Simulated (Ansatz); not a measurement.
Abridged output of a molecular run in Ansatz:

```
Functional definition: HF
2140 factors; integrals over basis functions are off by at most 1.0e-3 eV
mean field evaluation 1: about -9383.0333 eV, gradient 4.3e1 eV
mean field evaluation 2: about -9383.4717 eV, gradient 4.3e1 eV
mean field evaluation 4: about -9388.0797 eV, gradient 5.6e0 eV
mean field evaluation 8: about -9388.1621 eV, gradient 3.0e-1 eV
mean field -9388.16236615 eV, -345.0086034310 hartree, gradient 2.7e-6 eV, S^2 0.000000; 0 other end points of the search recorded, 0 dependent functions left out
7 core orbitals not correlated: weight in the atoms' cores, before any rotation towards them, 1.000 or more for the frozen orbitals, at most 0.000 for the correlated occupied ones
reference -9388.16236615 eV, -345.0086034310 hartree; 21, 21 occupied and 329, 329 virtual orbitals, 2140 factors
second order -35.95777770 eV of doubles, -0.00000000 eV of singles
cycle   1  -36.27975768 eV  change   -3.2e-1 eV  update   1.2e-1
cycle   2  -37.12495390 eV  change   -8.5e-1 eV  update   3.4e-2
cycle   3  -37.30290072 eV  change   -1.8e-1 eV  update   1.7e-2
cycle   4  -37.28959060 eV  change    1.3e-2 eV  update   3.6e-3
cycle   5  -37.28940856 eV  change    1.8e-4 eV  update   1.8e-3
cycle   6  -37.29053579 eV  change   -1.1e-3 eV  update   5.4e-4
cycle   7  -37.29022091 eV  change    3.1e-4 eV  update   2.2e-4
cycle   8  -37.29011821 eV  change    1.0e-4 eV  update   6.2e-5
cycle   9  -37.29013444 eV  change   -1.6e-5 eV  update   2.1e-5
perturbative correction -1.50352864 eV, -0.0552536586 hartree
Total energy: -9426.95602924 eV, -346.4342442543 hartree
```

Its atoms:

```xyz
17

C     0.5430    2.2964   -0.7351
O    -0.2337    1.1283   -0.8376
C     0.4988   -0.0422   -0.6144
C    -0.4469   -1.2178   -0.7394
C    -1.0686   -1.2493    0.6525
C     0.0933   -0.8052    1.5367
O     1.0100   -0.1112    0.6903
H    -0.1099    3.1388   -0.9623
H     1.3724    2.2835   -1.4557
H     0.9561    2.4173    0.2710
H     1.3633   -0.0689   -1.2914
H     0.1313   -2.1244   -0.9338
H    -1.1674   -1.0772   -1.5438
H    -1.8906   -0.5340    0.7077
H    -1.4500   -2.2320    0.9319
H    -0.2245   -0.1449    2.3479
H     0.6233   -1.6571    1.9755
```

Task: Which basis set was used?
A. def2-SVP
B. cc-pV(D+d)Z
C. def2-TZVPP
D. def2-QZVPP

Result: C. It gives 357 functions.

Task: Write the keys of the input that set method, charge and spin (a neutral closed shell needs none for the last two).

Result: 
```yaml
correlation: {method: ccsd_t}
```
